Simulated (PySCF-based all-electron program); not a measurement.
The numbers below are computed, except where a source is named.
## Forces on CH₅Al, singlet in several shapes

Method: all-electron DFT (in-house code on PySCF), basis-limit composite values; Koelling–Harmon scalar relativity or the spin-free Dirac equation, no spin–orbit coupling, spin-restricted. Forces are good to about 0.008 eV/Å. In part, the step from PBE was taken on X2C orbitals. Atoms are numbered as listed.

Shape A (Koelling–Harmon scalar relativity):

```tsv
atom	x (Å)	y (Å)	z (Å)
Al	0.0000	0.0000	0.0000
C	0.0000	0.0000	2.1571
H	1.3766	0.0000	-0.8174
H	-1.3766	0.0000	-0.8174
H	0.0000	1.0374	2.5347
H	-0.8935	-0.4872	2.5745
H	0.8935	-0.4872	2.5745
```

PBE forces:

```csv
atom,Fx,Fy,Fz (eV/Å)
Al1,0.000,-0.036,1.706
C2,0.000,0.090,-1.430
H3,-0.051,0.010,0.078
H4,0.051,0.010,0.078
H5,0.000,-0.038,-0.145
H6,0.023,-0.018,-0.143
H7,-0.023,-0.018,-0.143
```

What forces does r2SCAN give in shape A?

The forces move by 0.178 eV/Å (r.m.s. over the atoms) from PBE.

```
atom      Fx      Fy  Fz (eV/Å)
 Al1   0.000  -0.037      1.750
  C2   0.000   0.097     -1.419
  H3  -0.179   0.011      0.160
  H4   0.179   0.011      0.160
  H5   0.000  -0.264     -0.212
  H6   0.223   0.092     -0.219
  H7  -0.223   0.092     -0.219
```

Shape B (the spin-free Dirac equation):

```xyz
7

Al   -0.0132   -0.0208   -0.9289
C    -0.0721   -0.0848    0.8742
H     1.2287    0.0077   -1.7599
H    -1.1839    0.0121   -1.8384
H     0.0808    1.0567    1.1656
H    -0.8791   -0.5070    1.3315
H     0.8387   -0.4640    1.1560
```

PBE forces:

```csv
atom,Fx,Fy,Fz (eV/Å)
Al1,-0.110,-0.033,-1.529
C2,0.787,4.103,0.481
H3,1.629,0.073,-0.583
H4,-1.712,0.058,-0.945
H5,-0.671,-1.772,-0.250
H6,-2.237,-1.010,1.603
H7,2.313,-1.420,1.222
```

What forces does r2SCAN give in shape B?

The forces move by 0.172 eV/Å (r.m.s. over the atoms) from PBE.

```csv
atom,Fx,Fy,Fz (eV/Å)
Al1,-0.110,-0.024,-1.543
C2,0.852,4.109,0.492
H3,1.542,0.072,-0.495
H4,-1.632,0.056,-0.858
H5,-0.717,-1.980,-0.300
H6,-2.023,-0.890,1.524
H7,2.088,-1.344,1.180
```
